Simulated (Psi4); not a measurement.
Psi4 was given this input:
```
memory 2 GB

molecule {
-1 2
  B     0.00409589    0.01392452    0.00870572
  Cl    1.75461390   -0.24874663   -0.43087965
  Cl   -0.68171649   -0.74958120    1.51644082
  Cl   -1.07410209    0.99423238   -1.08812167
}

set basis sto-3g
set reference uks

energy('pbe')
print_variables()
```

Q: What does this run give for the number of basis functions, <S^2>, nuclear repulsion energy?

A: 
```yaml
number_of_basis_functions: 32
"<S^2>": 0.754
nuclear_repulsion_energy: 219.2249 Eh
```

A gas-phase anion may not be bound at this level; its values then depend on the basis.

These values belong to the state on which the SCF converged, which isn't shown to be the lowest.
